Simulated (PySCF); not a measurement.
**Nuclear quadrupole coupling in `[BH3-]C#[O+]`**

Species: CH₃BO.
SMILES with atom numbers: `[BH3-:1][C:2]#[O+:3]` (hydrogens: H4, H5, H6 on B1)

Structure used (PBE0-D3(BJ)/def2-SVP), in Å, numbered top down from 1:
```
atom  x, y, z in Å
B1    -0.540    0.006   -0.018
C2     0.978   -0.007    0.009
O3     2.109   -0.019    0.032
H4    -0.840   -0.902   -0.776
H5    -0.866   -0.191    1.142
H6    -0.834    1.116   -0.433
```

Field gradients from the PBE0/pcSseg-1 density (PySCF, non-relativistic), principal values in atomic units, ordered |Vxx| ≤ |Vyy| ≤ |Vzz|:

| atom | Vxx | Vyy | Vzz |
| --- | --- | --- | --- |
| B1 | -0.0781 | -0.0791 | 0.1572 |
| O3 | 0.1413 | 0.1443 | -0.2856 |

Q: Find the asymmetry η = (Vxx − Vyy)/Vzz and the couplings χ = eQV/h (234.96 MHz × Q in barn × V in au), with Q(11B) = 0.04059 b, Q(17O) = −0.0256 b.

A: 
```json
{"atom": "B1", "environment": "four-coordinate boron", "nucleus": "11B", "η": "0.01", "χzz (MHz)": "1.499", "χxx (MHz)": "-0.745", "χyy (MHz)": "-0.754"}
{"atom": "O3", "environment": "oxygen bonded to C", "nucleus": "17O", "η": "0.01", "χzz (MHz)": "1.718", "χxx (MHz)": "-0.850", "χyy (MHz)": "-0.868"}
```

The gradient is axial or nearly so (η below 0.05) at B1 and O3. The tensor is traceless: Vxx + Vyy + Vzz = 0.

Q: What is Vzz at B1 in SI units (1 au = 9.71736 × 10²¹ V/m²)?

A: 0.1572 au = 1.528 × 10²¹ V/m².

Geometry: PBE0-D3(BJ)/def2-SVP; no solvent, vibrations or thermal averaging. These gradients aren't converged with respect to the basis.
